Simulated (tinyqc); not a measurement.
Starting guesses with plain Roothaan steps: SCF starting guesses in the sto-3g basis, for H2O, spin multiplicity 1. Computed by the program tinyqc with PySCF. RHF with one setting changed at a time; a run stops when the energy changes by less than 1e-09 hartree and the error matrix is below 1e-5. Starts: the lowest orbitals of the core Hamiltonian, of the Wolfsberg-Helmholz matrix (K = 1.75), projected atomic densities, random orbitals, and the highest orbitals of the core Hamiltonian (a deliberately bad start).

Geometry (angstrom):
```
atom,x,y,z
O,0.0000,0.0000,0.0000
H,0.0000,0.9460,0.8220
H,0.0000,-0.9460,0.8220
```

lowest restricted solution found by these runs and by PySCF = -74.867574 hartree

Largest element of the error matrix X^T (FDS - SDF) X:
```
iteration,core,Wolfsberg-Helmholz,atomic densities,random,highest core orbitals
1,4.2e-01,5.0e-01,7.4e-01,3.6e+00,3.9e-01
2,4.4e-01,1.4e-01,2.1e-01,3.3e-01,4.8e-01
3,2.0e-01,4.8e-02,6.5e-02,1.2e-01,3.9e-01
4,6.8e-02,1.9e-02,2.5e-02,5.1e-02,1.7e-01
5,2.9e-02,6.5e-03,7.5e-03,3.0e-02,5.6e-02
6,1.0e-02,2.8e-03,3.0e-03,1.9e-02,2.4e-02
8,1.8e-03,5.1e-04,4.0e-04,7.0e-03,3.6e-03
10,3.9e-04,1.1e-04,6.2e-05,2.6e-03,6.8e-04
14,2.8e-05,8.3e-06,-,3.7e-04,4.1e-05
20,-,-,-,1.9e-05,-
```

How each run ends:
```
run,iterations,E (hartree),state
core,16,-74.86757,lowest found
Wolfsberg-Helmholz,14,-74.86757,lowest found
atomic densities,13,-74.86757,lowest found
random,22,-74.86757,lowest found
highest core orbitals,17,-74.86757,lowest found
```

What does the comparison show, and why?

5 of 5 runs reach the lowest restricted solution found, in 13 to 22 iterations (fastest: atomic densities). The first errors are 4e-01, 5e-01, 7e-01, 4e+00, 4e-01; the deliberately bad start has the smallest one, so a small first error does not mark a good start.
